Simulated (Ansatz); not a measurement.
# HO (quartet): the correlation ladder, def2-TZVPP

An exercise on one series of results from a longer session: the logs are not shown, and one member is left open.

The runs use Ansatz 0.2.0, Gaussian basis; def2-TZVPP, core rule «outside noble gas», up to 1 orbitals frozen.

Plan: UHF; ROHF; CCSD(T) on UHF.

2 further runs of the same task are left out: 2 set aside as unsound or not needed.

## The geometry

The geometry is a PBE0/def2-TZVP stationary point (not a proven minimum) of the parent state, kept for this charge and spin.

2 atoms, charge 0, spin multiplicity 4.

Atoms are counted from 1 here; the program's logs count them from 0.

Bond lengths: O1–H2 0.973 Å.

As a file:

```
O     0.0000    0.0000    0.0000
H     0.0000    0.0000    0.9731
```

Set-up of the first run:

The input, in.yaml:

```yaml
crystal:
  periodic: [false, false, false]
  atoms:
    - {symbol: O, position_ang: [0.000000, 0.000000, 0.000000]}
    - {symbol: H, position_ang: [0.000000, 0.000000, 0.973108]}
basis:
  gaussian: {orbitals: def2-TZVPP}
magnetization: {spin_polarized: true, initial_magnetization: 3}
hamiltonian: {xc: hf}
output: {orbitals: {seedname: orbitals}}
```

Launch:

```sh
$ ansatz run in.yaml --threads 1 --pin off --events-out ev --progress --plain --max-ram 4096MiB --backend cpu
```

Among the steps run: UHF; ROHF; CCSD(T) on UHF.

One of the session's tables, all rows but one given; the rest of the session is left out.

It belongs to the step «Misses and costs». 

```
  method  from UCCSD(T) (meV)
    ROHF              +4889.7
     UHF              +4675.8
    UMP2                    ?
   UCCSD                +89.7
UCCSD(T)                    0
```

Q: Estimate the row for UMP2 from the others.

The run gave: from UCCSD(T) (meV): +592.5. In the column «from UCCSD(T) (meV)» it lies between UCCSD (+89.7) and UHF (+4675.8).
